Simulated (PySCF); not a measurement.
Geometry (Å), atoms numbered from 1 in this order:
```xyz
13

C     1.850    0.745   -0.151
C     0.612    0.258   -0.148
C    -0.758    0.871    0.051
C    -1.298   -0.550    0.339
C     0.032   -1.140   -0.189
H     2.718    0.087   -0.253
H     2.038    1.817   -0.047
H    -0.855    1.628    0.846
H    -1.165    1.299   -0.881
H    -1.438   -0.734    1.414
H    -2.216   -0.848   -0.188
H    -0.054   -1.527   -1.218
H     0.533   -1.906    0.424
```

Gas phase, relativity neglected, one computed conformer, averaged over atoms made equivalent by symmetry, fast rotation or ring inversion. σ from GIAO-B97-2/pcSseg-2; B3LYP/pcJ-1 coupling constants (without the spin–dipole term); structure optimised with PBE0-D3(BJ)/def2-SVP; PySCF 2.14.

References, each an isolated molecule treated in the same way: $^{1}$H vs TMS.

The spectrum was simulated from the full spin Hamiltonian at 500 MHz with 1.2 Hz Lorentzian lines, from shifts rounded to 0.01 ppm and J to 0.1 Hz, couplings under 1 Hz left out.

Question: List the maxima of its $^{1}$H spectrum with integrals.

Answer: 
Maxima in ppm (height), grouped by integral:
2H: 5.023 (19), 5.016 (66), 5.010 (96), 5.003 (67), 4.997 (19)
4H: 2.784 (31), 2.778 (60), 2.771 (39), 2.767 (57), 2.760 (100), 2.754 (57), 2.749 (43), 2.743 (66), 2.736 (34)
2H: 1.935 (16), 1.917 (42), 1.900 (66), 1.888 (8), 1.882 (39), 1.864 (14)

Question: Summarise it as multiplets with assignments.

Answer: $^{1}$H NMR (500 MHz, computed): δ 5.01 (quint, J = 3.3 Hz, 2H, H6/H7), 2.76 (m, 4H, H8/H9/H12/H13), 1.90 (m, 2H, H10/H11). These are first-order names; overlap and second-order distortion can hide them in the list.

Splittings below 1 Hz are ignored in the labels, and close J values are merged. Couplings among chemically equivalent protons are left out too, so labels in AA′BB′ or AA′XX′ sets are apparent multiplicities. Unscaled 3J(H,H) at this level run about 10 % above measured values. Vicinal couplings across rotatable single bonds and in flexible rings belong to the one computed conformer; a conformer average would change them.
